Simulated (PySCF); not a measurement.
hydrogen cyanide (CHN), SMILES C#N.

The structure is a stationary point at B3LYP-D3(BJ)/def2-TZVPD.

These are TDDFT-LC-ωPBE/def2-TZVPD run with PySCF values and carry that method's errors.

Vertical excitations; the highest root listed may be one member of a degenerate set.  State labels are in the subgroup C2v.

Computed excitation energies, oscillator strengths and character:
```tsv
state	symmetry	energy (eV)	λ (nm)	f	main pairs
S1	A2	7.83	158	0.000	HOMO→LUMO+1 47 %, HOMO−1→LUMO+2 47 %
S2	A1	8.26	150	0.000	HOMO→LUMO+2, HOMO−1→LUMO+1 (degenerate set)
S3	A2	8.26	150	0.000	HOMO−1→LUMO+2, HOMO→LUMO+1 (degenerate set)
S4	B1	9.46	131	0.016	HOMO−2→LUMO+1 (degenerate set)
S5	B2	9.46	131	0.016	HOMO−2→LUMO+2 (degenerate set)
S6	B2	10.42	119	0.067	HOMO→LUMO (degenerate set)
S7	B1	10.42	119	0.067	HOMO−1→LUMO (degenerate set)
S8	B1	10.87	114	0.056	HOMO−1→LUMO+3 (degenerate set)
S9	B2	10.87	114	0.056	HOMO→LUMO+3 (degenerate set)
S10	A1	11.22	110	0.099	HOMO−2→LUMO 58 %, HOMO−2→LUMO+3 29 %
T1	A1	6.27	198	0	HOMO−1→LUMO+1 45 %, HOMO→LUMO+2 45 %
T2	A1	6.89	180	0	HOMO→LUMO+2, HOMO−1→LUMO+1 (degenerate set)
T3	A2	6.89	180	0	HOMO−1→LUMO+2, HOMO→LUMO+1 (degenerate set)
T4	A2	7.87	158	0	HOMO→LUMO+1 47 %, HOMO−1→LUMO+2 47 %
```
Triplets are in the Tamm–Dancoff approximation, which puts them higher than full response would, so one can lie above its singlet here.
